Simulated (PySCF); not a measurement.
Delta-SCF ions had no search for a lower state. Excitations are Tamm–Dancoff values on a coarser integration grid. The basis has no diffuse functions, so Rydberg states are missing or too high.

# CHCl3, SMILES `ClC(Cl)Cl` (charge 0, multiplicity 1)

The numbers are results of PySCF with PBE0-D4/def2-TZVP, not measurements.

The HOMO comes out as -8.85 eV and the dipole moment is 1.08 D. The LUMO is -0.76 eV, the HOMO–LUMO gap is 8.09 eV and the S1 excitation (TDA) is 6.49 eV. The S1 oscillator strength is 0.000, the T1 excitation (TDA) is 5.83 eV and the S1–T1 gap (TDA) comes out as 0.66 eV. The vertical ionisation energy (Delta-SCF) is 11.09 eV and the total energy comes out as -1418.8578 Ha. The cost comes out as around 80 core-seconds (rough).

Bond lengths (Å): Cl1–C2 1.759, C2–Cl3 1.759, C2–Cl4 1.759, C2–H5 1.085. Bond angles (°): Cl1–C2–Cl3 111.2, Cl1–C2–Cl4 111.2, Cl1–C2–H5 107.7, Cl3–C2–Cl4 111.2, Cl3–C2–H5 107.7, Cl4–C2–H5 107.7.
Charge 0, spin multiplicity 1.
